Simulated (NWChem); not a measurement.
Species: ethanethiol (C2H6S); SMILES CCS

```xyz
9

C      0.3590    -1.6363    -0.0494
C     -0.6390    -0.4984     0.0396
S      0.1001     1.1635    -0.0599
H     -0.1581    -2.6097    -0.0422
H      1.0567    -1.6228     0.8026
H      0.9557    -1.5671    -0.9710
H     -1.3413    -0.5260    -0.8085
H     -1.2502    -0.5675     0.9528
H      0.8163     1.0856     1.0830
```
Atoms are numbered in this order, from 1.

Computed with NWChem. Pople sets run with spherical d functions. All runs use the structure optimised with PBE0/def2-SVP. B3LYP is NWChem's, with the RPA form of VWN correlation. Total energies compare along this basis series because the functional is fixed.

```json
[
 {"level": "B3LYP/STO-3G", "basis functions": "25", "energy (Ha)": "-472.6549", "highest occupied level (eV)": "-3.10", "orbital gap (eV)": "9.57", "dipole (D)": "0.96"},
 {"level": "B3LYP/3-21G", "basis functions": "43", "energy (Ha)": "-475.6183", "highest occupied level (eV)": "-6.45", "orbital gap (eV)": "7.67", "dipole (D)": "2.01"},
 {"level": "B3LYP/6-31G*", "basis functions": "58", "energy (Ha)": "-478.0091", "highest occupied level (eV)": "-6.39", "orbital gap (eV)": "7.20", "dipole (D)": "1.78"},
 {"level": "B3LYP/6-31+G*", "basis functions": "70", "energy (Ha)": "-478.0134", "highest occupied level (eV)": "-6.55", "orbital gap (eV)": "6.43", "dipole (D)": "1.80"},
 {"level": "B3LYP/def2-SVP", "basis functions": "76", "energy (Ha)": "-477.8492", "highest occupied level (eV)": "-6.31", "orbital gap (eV)": "7.10", "dipole (D)": "1.51"},
 {"level": "B3LYP/def2-SVPD", "basis functions": "115", "energy (Ha)": "-477.8624", "highest occupied level (eV)": "-6.60", "orbital gap (eV)": "6.54", "dipole (D)": "1.68"},
 {"level": "B3LYP/def2-TZVP", "basis functions": "135", "energy (Ha)": "-478.0801", "highest occupied level (eV)": "-6.53", "orbital gap (eV)": "6.70", "dipole (D)": "1.61"},
 {"level": "B3LYP/6-311++G**", "basis functions": "116", "energy (Ha)": "-478.0695", "highest occupied level (eV)": "-6.59", "orbital gap (eV)": "6.12", "dipole (D)": "1.73"},
 {"level": "B3LYP/aug-cc-pVTZ", "basis functions": "280", "energy (Ha)": "-478.0862", "highest occupied level (eV)": "-6.60", "orbital gap (eV)": "6.09", "dipole (D)": "1.65"}
]
```
